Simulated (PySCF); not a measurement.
Stretching BH

Set-up: B cc-pVTZ, H cc-pVTZ; no relativity (PySCF 2.14). Energies in eV from B + H in their ground configurations at the same level. State: ¹Σ⁺ (singlet), closed shell.

Curves on a restricted Hartree–Fock reference rise too fast on stretching and do not dissociate correctly.

| R (Å) | RHF-CCSD | r²SCAN0 | PBE0 |
| --- | --- | --- | --- |
| 1.068 |  | -3.063 | -3.113 |
| 1.118 | -3.433 | -3.259 | -3.315 |
| 1.167 | -3.544 | -3.370 | -3.432 |
| 1.205 | -3.583 | -3.409 | -3.476 |
| 1.242 | -3.591 | -3.418 | -3.489 |
| 1.279 | -3.574 | -3.401 | -3.477 |
| 1.329 | -3.519 | -3.346 | -3.428 |
| 1.391 | -3.412 | -3.239 | -3.328 |
| 1.466 | -3.244 | -3.069 | -3.165 |
| 1.565 |  | -2.799 | -2.904 |

Question: Put a parabola through the three lowest points of the RHF-CCSD curve and estimate Re, k and ωe (reduced mass 0.9233 u; 1 eV/Å² = 0.16022 mdyn/Å; ωe = 1302.8·√(k/μ) cm⁻¹).

Answer: Through R = 1.205, 1.242, 1.279 Å the second-order coefficient is 9.13 eV/Å², so Re ≈ 1.235 Å, k ≈ 2.93 mdyn/Å and ωe ≈ 2319 cm⁻¹. A polynomial fit of higher order to the unrounded RHF-CCSD energies gives Re = 1.234 Å, k = 3.03 mdyn/Å, ωe = 2361 cm⁻¹; anharmonicity and rounding make the difference.

The higher-order fit for each curve: RHF-CCSD: Re = 1.234 Å, ωe = 2361 cm⁻¹, De = 3.59 eV; r²SCAN0: Re = 1.235 Å, ωe = 2360 cm⁻¹, De = 3.42 eV; PBE0: Re = 1.241 Å, ωe = 2325 cm⁻¹, De = 3.49 eV.

Correlated steps freeze 1 core orbital. Where the molecule has an RHF reference, its open-shell atoms are computed with UHF.
